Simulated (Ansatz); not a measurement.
System: body-centred tetragonal In. Method: PBE in Ansatz (plane waves, PAW).

Numerical settings: plane-wave cutoff 520 eV, 24×24×24 k mesh, Fermi–Dirac smearing 0.05 eV, scalar-relativistic PAW data made under PBE.

A third-order Birch–Murnaghan fit to the energies gives V0 = 27.469 Å³/atom, B0 = 35.5 GPa, B′ = 5.2.

```json
[
 {"V (Å³/atom)": "26.369", "P (GPa)": "1.614"},
 {"V (Å³/atom)": "26.918", "P (GPa)": "(withheld)"},
 {"V (Å³/atom)": "27.468", "P (GPa)": "0.002"},
 {"V (Å³/atom)": "28.017", "P (GPa)": "-0.667"},
 {"V (Å³/atom)": "28.566", "P (GPa)": "(withheld)"}
]
```

Question: Estimate the withheld pressures from this fit; the answers are the runs' own values.

Answer: 
- 26.918, P (GPa): 0.758
- 28.566, P (GPa): -1.257

The formula P = (3/2) B0 (x^(7/3) − x^(5/3)) [1 + (3/4)(B′ − 4)(x^(2/3) − 1)] with x = V0/V meets the computed pressures within 0.01 GPa when these rounded values are put in.

Shape and atoms are relaxed at each volume.

Measured, for comparison: bulk modulus 44.7 GPa (copied from a table, unchecked, extrapolated to 0 K and zero-point effects removed; as tabulated in Lejaeghere et al. (2013), arXiv:1204.2733). Computed (rounded) less measured: bulk modulus not scored (unchecked).

Note: the bulk modulus comes from volumes at which shape and atoms were relaxed.

Spin–orbit coupling is not included.

Computed values are for the static lattice.

Ansatz is an electronic-structure program.
